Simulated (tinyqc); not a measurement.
Inside a calculation. Method: extended Hueckel theory, for N2-. The parameters take no account of the charge, which enters only through the electron count, and nothing here shows that the anion is bound. Computed by tinyqc, a small Python program that keeps every step (integrals from PySCF). Settings: charge = -1, K = 1.75, multiplicity = 2. Command: `OMP_NUM_THREADS=1 python tinyqc.py 28518 28519 out.jsonl` (the two numbers bound the seeds that draw the settings). One thread of a shared host (Intel(R) Xeon(R) Processor @ 2.60GHz), about 0.01 s of CPU time with the checks.

## Overlaps

Geometry (angstrom):
```
atom        x        y        z
N     0.00000  0.00000  0.00000
N     0.00000  0.00000  0.97200
```

Parameters chosen for this run:
```
element  shell  Slater exponent  H_ii (eV)
N           2s          1.95000  -26.00000
N           2p          1.95000  -13.40000
```

Slater orbitals, each expanded in six Gaussians scaled to its exponent.

overlap S, order 1N 2s, 1N 2px, 1N 2py, 1N 2pz, 2N 2s, 2N 2px, 2N 2py, 2N 2pz:
```
[[1.00000, 0.00000, 0.00000, 0.00000, 0.53000, 0.00000, 0.00000, -0.48035],
 [0.00000, 1.00000, 0.00000, 0.00000, 0.00000, 0.35553, 0.00000, 0.00000],
 [0.00000, 0.00000, 1.00000, 0.00000, 0.00000, 0.00000, 0.35553, 0.00000],
 [0.00000, 0.00000, 0.00000, 1.00000, 0.48035, 0.00000, 0.00000, -0.27693],
 [0.53000, 0.00000, 0.00000, 0.48035, 1.00000, 0.00000, 0.00000, 0.00000],
 [0.00000, 0.35553, 0.00000, 0.00000, 0.00000, 1.00000, 0.00000, 0.00000],
 [0.00000, 0.00000, 0.35553, 0.00000, 0.00000, 0.00000, 1.00000, 0.00000],
 [-0.48035, 0.00000, 0.00000, -0.27693, 0.00000, 0.00000, 0.00000, 1.00000]]
```

## Wolfsberg-Helmholz matrix

diagonal H_ii (eV): [-26.00000, -13.40000, -13.40000, -13.40000, -26.00000, -13.40000, -13.40000, -13.40000]

K = 1.75000

H_ij = K' S_ij (H_ii + H_jj)/2 for i != j (the diagonal keeps H_ii), with K' = 1.75.

H (eV), order 1N 2s, 1N 2px, 1N 2py, 1N 2pz, 2N 2s, 2N 2px, 2N 2py, 2N 2pz:
```
[[-26.00000, 0.00000, 0.00000, 0.00000, -24.11485, 0.00000, 0.00000, 16.56018],
 [0.00000, -13.40000, 0.00000, 0.00000, 0.00000, -8.33714, 0.00000, 0.00000],
 [0.00000, 0.00000, -13.40000, 0.00000, 0.00000, 0.00000, -8.33714, 0.00000],
 [0.00000, 0.00000, 0.00000, -13.40000, -16.56018, 0.00000, 0.00000, 6.49404],
 [-24.11485, 0.00000, 0.00000, -16.56018, -26.00000, 0.00000, 0.00000, 0.00000],
 [0.00000, -8.33714, 0.00000, 0.00000, 0.00000, -13.40000, 0.00000, 0.00000],
 [0.00000, 0.00000, -8.33714, 0.00000, 0.00000, 0.00000, -13.40000, 0.00000],
 [16.56018, 0.00000, 0.00000, 6.49404, 0.00000, 0.00000, 0.00000, -13.40000]]
```

## Orbitals

valence electrons = 11

Solve H C = S C e through S^(-1/2); fill by pairs from the bottom, a degenerate level sharing its electrons equally; each orbital has its largest coefficient positive (the first on a tie).

orbital energies (eV): [-32.77473, -19.45966, -16.03592, -16.03592, -12.79888, -7.85583, -7.85583, 123.03443]

occupations: [2.00000, 2.00000, 2.00000, 2.00000, 2.00000, 0.50000, 0.50000, 0.00000]

coefficients, order 1N 2s, 1N 2px, 1N 2py, 1N 2pz, 2N 2s, 2N 2px, 2N 2py, 2N 2pz:
```
[[0.56478, -0.48002, 0.00000, 0.00000, -0.22712, 0.00000, 0.00000, 1.75591],
 [0.00000, 0.00000, -0.34800, 0.49775, 0.00000, 0.79662, 0.37581, 0.00000],
 [0.00000, 0.00000, 0.49775, 0.34800, 0.00000, -0.37581, 0.79662, 0.00000],
 [0.02101, 0.48324, 0.00000, 0.00000, 0.66600, 0.00000, 0.00000, 1.38578],
 [0.56478, 0.48002, 0.00000, 0.00000, -0.22712, 0.00000, 0.00000, -1.75591],
 [0.00000, 0.00000, -0.34800, 0.49775, 0.00000, -0.79662, -0.37581, 0.00000],
 [0.00000, 0.00000, 0.49775, 0.34800, 0.00000, 0.37581, -0.79662, 0.00000],
 [-0.02101, 0.48324, 0.00000, 0.00000, -0.66600, 0.00000, 0.00000, 1.38578]]
```

sum of one-electron energies = -202.06602 eV

Within a degenerate level the vectors are fixed only up to a rotation; this is one choice.

## Mulliken analysis

P = C n C^T; charge = valence electrons (N 5) minus the sum of (P S)_ii on the atom; overlap population = 2 sum P_ij S_ij between two atoms.

charges: [-0.50000, -0.50000]

Overlap populations:
```
pair     value
2-1   1.383438
```
